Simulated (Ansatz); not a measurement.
# C₄H₅NS: one species, many methods

The task here is to estimate one member of a computed series from the others.

Program: Ansatz 0.2.0, Gaussian basis. Level of theory: functionals in def2-TZVPP, the program's frozen cores in correlated methods. These are calculated values, not measurements.

The runs, in order: LDA (SPW92), PBE-D4, revPBE-D4, BLYP-D4, r2SCAN-D4, B97M-V, PBE0-D4, B3LYP-D4, r2SCANh-D4, r2SCAN0-D4, HSE06-D4, BHLYP-D4, CAM-B3LYP-D4, LC-ωPBE, ωB97X-V, ωB97M-V, B2PLYP, PBE-QIDH; CCSD(T)/def2-SVP; CCSD(T)/def2-TZVPP; MP2/def2-QZVPP; extrapolation to the limit; RPA on PBE.

### The geometry

An earlier PBE0-D4 in a triple-zeta def2 set relaxation fixed the geometry.

SMILES `Cc1nccs1`, 11 atoms, charge 0, spin multiplicity 1.

Atoms are counted from 1 here; the program's logs count them from 0.

Bond lengths: C1–C2 1.487 Å, C1–H7 1.089 Å, C1–H8 1.092 Å, C1–H9 1.093 Å, C2–N3 1.298 Å, C2–S6 1.730 Å, N3–C4 1.364 Å, C4–C5 1.358 Å, C4–H10 1.082 Å, C5–S6 1.707 Å, C5–H11 1.079 Å. Angles: C2–C1–H7 108.6°, C2–C1–H8 111.7°, C2–C1–H9 111.2°, H7–C1–H8 109.1°, H7–C1–H9 108.5°, H8–C1–H9 107.8°, C1–C2–N3 124.3°, C1–C2–S6 122.1°, N3–C2–S6 113.7°, C2–N3–C4 111.3°, N3–C4–C5 115.9°, N3–C4–H10 119.4°, C5–C4–H10 124.8°, C4–C5–S6 109.3°, C4–C5–H11 128.8°, S6–C5–H11 121.9°, C2–S6–C5 89.9°.

Set-up of the first run:

Contents of in.yaml:

```yaml
crystal:
  periodic: [false, false, false]
  atoms:
    - {symbol: C, position_ang: [-0.613622, -0.794757, 1.672829]}
    - {symbol: C, position_ang: [-0.172518, -0.188739, 0.388508]}
    - {symbol: N, position_ang: [1.042774, -0.239164, -0.063708]}
    - {symbol: C, position_ang: [1.156691, 0.417689, -1.253778]}
    - {symbol: C, position_ang: [0.016897, 0.982391, -1.730124]}
    - {symbol: S, position_ang: [-1.260889, 0.678150, -0.639409]}
    - {symbol: H, position_ang: [0.186578, -1.431052, 2.048879]}
    - {symbol: H, position_ang: [-1.517003, -1.394633, 1.546705]}
    - {symbol: H, position_ang: [-0.825859, -0.025710, 2.420087]}
    - {symbol: H, position_ang: [2.117966, 0.455214, -1.748938]}
    - {symbol: H, position_ang: [-0.131016, 1.540610, -2.641061]}
basis:
  gaussian: {orbitals: def2-TZVPP}
hamiltonian: {xc: lda}
output: {orbitals: {seedname: orbitals}}
```

Command:

```bash
ansatz run in.yaml --threads 4 --pin off --events-out ev --progress --plain --max-ram 10444MiB
```

Among the steps run: LDA; PBE-D4 (GGA); revPBE-D4 (GGA); BLYP-D4 (GGA); r2SCAN-D4 (meta-GGA); B97M-V (meta-GGA); PBE0-D4 (hybrid); B3LYP-D4 (hybrid); r2SCANh-D4 (hybrid); r2SCAN0-D4 (hybrid); HSE06-D4 (hybrid); BHLYP-D4 (hybrid); CAM-B3LYP-D4 (range-separated); LC-ωPBE (range-separated); ωB97X-V (range-separated); ωB97M-V (range-separated); B2PLYP (double hybrid); PBE-QIDH (double hybrid).

One table of the session follows, with a row left open; its other results are not shown here.

It belongs to the step «Frontier levels by functional». 

| functional | HOMO (eV) | gap (eV) |
| --- | --- | --- |
| LDA (SPW92) | -6.14 | 4.40 |
| PBE-D4 | -5.95 | 4.42 |
| revPBE-D4 | -5.88 | 4.43 |
| BLYP-D4 | -5.78 | 4.38 |
| r2SCAN-D4 | -6.12 | 4.75 |
| B97M-V | -6.09 | 4.79 |
| PBE0-D4 | -6.98 | 6.35 |
| B3LYP-D4 | -6.76 | 5.93 |
| r2SCANh-D4 | -6.51 | 5.47 |
| r2SCAN0-D4 | -7.09 | 6.55 |
| HSE06-D4 | -6.58 | 5.57 |
| BHLYP-D4 | ? | ? |
| CAM-B3LYP-D4 | -8.23 | 8.70 |
| LC-ωPBE | -9.57 | 11.09 |
| ωB97X-V | -9.19 | 10.70 |
| ωB97M-V | -9.09 | 10.54 |

Q: Estimate the row for BHLYP-D4 from the others.

Worked estimate for «HOMO (eV)». Against the share of exact exchange, BLYP-D4 (0, -5.78), B3LYP-D4 (0.2, -6.76) give a slope of -4.90 per unit share; at 0.5 the line stands at -8.23.

As computed: HOMO (eV): -7.82; gap (eV): 8.23. In «HOMO (eV)» the line misses by -0.41.
